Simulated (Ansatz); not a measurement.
Fluorite SrCl₂ was calculated with HSE06 (Ansatz, a first-principles code, plane waves, PAW).

Numerical settings: plane-wave cutoff 520 eV, 6×6×6 k mesh, scalar-relativistic PAW data made under PBE.

Cell (relaxed at this level):

SrCl₂ is taken in the cubic space group Fm-3m (No. 225), the fluorite structure, Pearson symbol cF12. Conventional cell: a = b = c = 7.007 Å, α = β = γ = 90.00°. Sr on 4a is surrounded by 8 Cl at 3.034 Å (cubic). Cl on 8c is surrounded by 4 Sr at 3.034 Å (tetrahedral). (Neighbours: up to the widest gap in distance over summed covalent radii, below 1.35, at either atom; cation-cation and far metal-metal contacts left out.)
(The calculation used a cell of 3 atoms; values per cell refer to that cell.)

### Question
What does this level give for the Poisson ratio, elastic constant C11, elastic constant C44, Young modulus and elastic constant C12?

### Answer

* **Poisson ratio**: 0.323
* **elastic constant C11**: 70.5 GPa
* **elastic constant C44**: 9.27 GPa
* **Young modulus**: 37.8 GPa
* **elastic constant C12**: 18.1 GPa

Elastic constants are with the ions relaxed.

Computed values are for the static lattice.
